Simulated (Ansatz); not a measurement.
## Anatase TiO₂ (metastable phase)

Method: RPBE (Ansatz, a first-principles code, plane waves, PAW).

Run with plane-wave cutoff 520 eV, 12×12×12 k mesh, Fermi–Dirac smearing 0.01 eV, no spin polarisation, scalar-relativistic PAW data made under PBE.

Cell (measured lattice):

Space group I4₁/amd, origin choice 1 (No. 141); a = b = 3.7842 Å, c = 9.5146 Å, α = β = γ = 90.00°

```json
[
 {"atom": "Ti", "site": "4a", "symmetry": "-4m2", "x": "0.0000", "y": "0.0000", "z": "0.0000"},
 {"atom": "O", "site": "8e", "symmetry": "2mm.", "x": "0.0000", "y": "0.0000", "z": "0.2081"}
]
```
(The calculation used a cell of 6 atoms; values per cell refer to that cell.)

- band gap = 2.16 eV (indirect)
- smallest direct gap on the k points sampled = 2.50 eV
- direct gap at Γ = 2.64 eV

Note: cell and atoms aren't relaxed at this level (largest force component 0.17 eV/Å, pressure 9.8 GPa).

Computing time: roughly 15 core-seconds.
